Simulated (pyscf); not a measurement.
Structures and frequencies: ωB97X-D3(BJ)/def2-SVP in PySCF.

Problem. Estimate the classical barrier height and the reaction energy of HO–SiH₂–O–PH₂ + hydrogen (H₂) → H₃Si–O–PH₂ + water (H₂O) at ωB97M-D3(BJ)/def2-TZVP. The step runs on the singlet surface, breaks O–Si, H–H and forms H–Si, H–O; take the separated reactants as zero.

Solution. ΔE‡ = 55.1 kcal/mol, ΔE = +21.9 kcal/mol. Zero-point energy shifts the barrier by +2.8 kcal/mol. It is a four-centre exchange, with an imaginary mode of 1370i cm⁻¹. On the product side the descent ends in a complex (not fully relaxed), 4.5 kcal/mol under the separated species and 38.3 kcal/mol under the saddle at ωB97X-D3(BJ)/def2-TZVP. H₃Si–O–PH₂ lies 5.7 kcal/mol over its isomer HO–SiH₂–PH₂, and others may lie lower still (electronic energy, ωB97M-D3(BJ)). One saddle was located; it need not be the lowest between these sides.
